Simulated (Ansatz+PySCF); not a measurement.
A calculation with PySCF 2.14.0.

```python
from pyscf import gto, scf

mol = gto.M(atom="""
C 0.000000 -1.002780 -0.070610
O 0.000000 -0.988820 1.222140
O 0.000000 0.157150 -0.917530
C 0.000000 1.511460 -0.198450
H 0.000000 -1.989100 -0.752340
H 0.000000 2.338520 -1.045180
H -0.963360 1.625930 0.487470
H 0.963360 1.625930 0.487470
""", basis='def2-svp', charge=0, spin=0)
mf = scf.RHF(mol)
mf.init_guess = 'atom'
mf.kernel()
while True:  # follow internal instabilities
    mo, _, stable, _ = mf.stability(return_status=True)
    if stable: break
    mf.kernel(mf.make_rdm1(mo, mf.mo_occ))
print(mf.converged, mf.e_tot, mf.spin_square()[0])
```

The script is written out from the run's settings.

Results

```
Converged                       : yes
Total energy                    : -227.54638 hartree
Spin squared of the determinant : 0.000
```
